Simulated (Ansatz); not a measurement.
`CC/C(F)=C\F` + H₂O → `CC/C(O)=C/F` + H–F at 500 K and 1 bar (formal hydrolysis of a C–F bond).

Computed with Ansatz on PBE0-D4/def2-TZVP structures; ΔE is electronic, products minus reactants. CBS: MP2 limit from def2 TZ/QZ plus the TZ coupled-cluster correction, frozen cores. This one scheme is used for every species. Double bonds are as drawn, so ΔE can hold a change between cis and trans. One conformer a species, not always the lowest.

```
      species  CCSD(T)/CBS energy (Eh)  H − E (kJ/mol)  S (J/(mol·K))
`CC/C(F)=C\F`               -355.36850           291.4          400.4
          H₂O                -76.37941            73.2          206.3
`CC/C(O)=C/F`               -331.36289           327.1          406.1
          H–F               -100.39570            39.4          188.7
```

H − E and S are ideal-gas, rigid-rotor, harmonic terms from PBE0-D4/def2-TZVP, for one conformer and one mirror image of each species. 1 Eh = 2625.50 kJ/mol, R = 8.31446 J/(mol·K).

**Question.** By hand: ΔE, ΔH, ΔS and ΔG.

**Answer.** ΔE = (-331.36289) + (-100.39570) − (-355.36850) − (-76.37941) = -0.01068 Eh = -28.0 kJ/mol. Δ(H − E) = 327.1 + 39.4 − 291.4 − 73.2 = 1.9, so ΔH = -26.1 kJ/mol. ΔS = 406.1 + 188.7 − 400.4 − 206.3 = -11.9 J/(mol·K). ΔG = -26.1 − 500 × (-11.9)/1000 = -20.2 kJ/mol.

**Question.** By hand: the equilibrium constant, and the temperature at which ΔG would vanish if ΔH and ΔS stayed fixed.

**Answer.** log₁₀ K = −ΔG/(RT ln 10) = 2.1. ΔG = 0 at ΔH/ΔS = 2193 K, though so small a ΔS makes that figure unsure.

The number of gas molecules stays the same, so ΔS is small and ΔH decides. A doubt of 5 kJ/mol in ΔE shifts log₁₀ K by 0.5 here. Other conformers and mirror images would add mixing entropy, several J/(mol·K) or more a flexible species. These are equilibria of isolated gas molecules and say nothing of rates. Largest T1 diagnostic: 0.012 (customary marks: 0.02 for closed shells, 0.045 for open ones).
